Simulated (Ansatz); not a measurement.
System: bcc Be (high-temperature phase). Method: r²SCAN-D4 (Ansatz, a quantum-chemistry and plane-wave program, PAW).

Numerical settings: plane-wave cutoff 500 eV, 40×40×40 k mesh, Fermi–Dirac smearing 0.1 eV, scalar-relativistic PAW data made under PBE.

Computed at the level's own relaxed cell.

### Question
What does this level give for the equilibrium volume per atom and lattice parameter a?

### Answer

* **equilibrium volume per atom**: 7.77 Å³/atom
* **lattice parameter a**: 2.495 Å

The run finds no gap.

Note: symmetry holds this phase in the static calculation, where it need not be a minimum; the relaxation could not lower the start's symmetry, so the cell can be a saddle point above a distorted one.

Static lattice: no zero-point or thermal effects.
